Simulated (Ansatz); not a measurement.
Reactions of `C1=COCC1`.

Calculated with Ansatz (gas phase, PBE0-D4/def2-TZVP geometries, no zero-point term in ΔE). CCSD(T)/CBS adds triple-zeta CCSD(T) − MP2 to the extrapolated MP2 energy (def2 sets, frozen cores). This one scheme is used for every species, atoms too. Open shells (•) are unrestricted, without spin–orbit coupling. Spin–orbit coupling would lower the free atoms: a little for C, O. One conformer a species, not always the lowest.

Question: Order these by ΔE at CCSD(T)/CBS, lowest first. (An estimate is asked.)
A. `C1=COCC1` → `C1=CCOC1`
B. `C1=COCC1` → 4 C• + 6 H• + O•
C. `C1=COCC1` → `CC#COC`
D. `C1=COCC1` → `CC1(O)C=C1`
E. `C1=COCC1` → `C=COC=C`

Answer: A (+3.3 kcal/mol), E (+16.9 kcal/mol), D (+35.8 kcal/mol), C (+38.4 kcal/mol), B (+1118.4 kcal/mol).

Largest T1 diagnostic: 0.013, for `C=COC=C`.
